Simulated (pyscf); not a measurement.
Structures and frequencies: ωB97X-D3(BJ)/def2-SVP in PySCF.

Problem. For the elementary gas-phase step H₂N–Ti(Cl)(Cl)–Cl + silanol (HO–SiH₃) -> ammonia (NH₃) + H₃Si–O–Ti(Cl)(Cl)–Cl (singlet surface; N–Ti, H–O broken, H–N, O–Ti formed), what barrier and reaction energy does ωB97M-D3(BJ)/def2-TZVP give, measured from the separated reactants?

Solution. ΔE‡ = 1.0 kcal/mol, ΔE = -19.1 kcal/mol. Zero-point energy shifts the barrier by +0.3 kcal/mol. It is a four-centre exchange, with an imaginary mode of 626i cm⁻¹. On the reactant side the descent ends in an adduct with a O–Ti contact, 14.2 kcal/mol under the separated species and 11.8 kcal/mol under the saddle at ωB97X-D3(BJ)/def2-TZVP. On the product side the descent ends in an adduct with a N–Ti contact, 20.4 kcal/mol under the separated species and 38.2 kcal/mol under the saddle at ωB97X-D3(BJ)/def2-TZVP. What is counted as formed (O–Ti) is already present as a longer contact in the reactant adduct; forming that adduct is a step of its own. What is counted as broken (N–Ti) persists as a longer contact in the product adduct; parting that adduct is a step of its own. At ωB97X-D3(BJ) the barrier from the zero used here is -2.4 kcal/mol. One saddle was located; it need not be the lowest between these sides.
